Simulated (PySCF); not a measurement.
A GIAO shielding run with PySCF 2.14 (density fitting, non-relativistic, gas phase) on `C=CC(=O)Cl`, C₃H₃ClO:

```
$ OMP_NUM_THREADS=1 python probes_run.py task.json out

{"job": {"kind": "nmr", "xc": "KT2", "basis": "pcSseg-2", "pop": false}, "charge": 0, "multiplicity": 1}
C     -0.257736     0.590712    -0.482314
C      0.924495     0.902811     0.056487
C      2.148229     0.847799    -0.770764
O      2.221728     0.570885    -1.922452
Cl     3.609209     1.256127     0.171874
H     -0.325370     0.295746    -1.533483
H     -1.176148     0.621119     0.108415
H      1.036947     1.199648     1.100838
```

Hardware: 1 thread of an Intel Xeon 6975P-C, shared host.

Q: How large is the calculation?

A: 46 electrons, 229 basis functions and 646 auxiliary functions.

Q: How long does it take, and how much memory does it need?

A: 21 s of wall time, with 18 SCF cycles; peak memory 0.88 GiB. Times on a shared host scatter by some tens of per cent.

Q: And these other runs on the same molecule and hardware: GIAO shielding at B3LYP/pcSseg-2; GIAO shielding at B97-D/pcSseg-2; GIAO shielding at BLYP/pcSseg-2; GIAO shielding at BP86/pcSseg-2; GIAO shielding at HF/pcSseg-2; GIAO shielding at KT3/pcSseg-2?

A: B3LYP/pcSseg-2: 229 functions, 14 s; B97-D/pcSseg-2: 229 functions, 21 s; BLYP/pcSseg-2: 229 functions, 20 s; BP86/pcSseg-2: 229 functions, 21 s; HF/pcSseg-2: 229 functions, 7.3 s; KT3/pcSseg-2: 229 functions, 20 s.
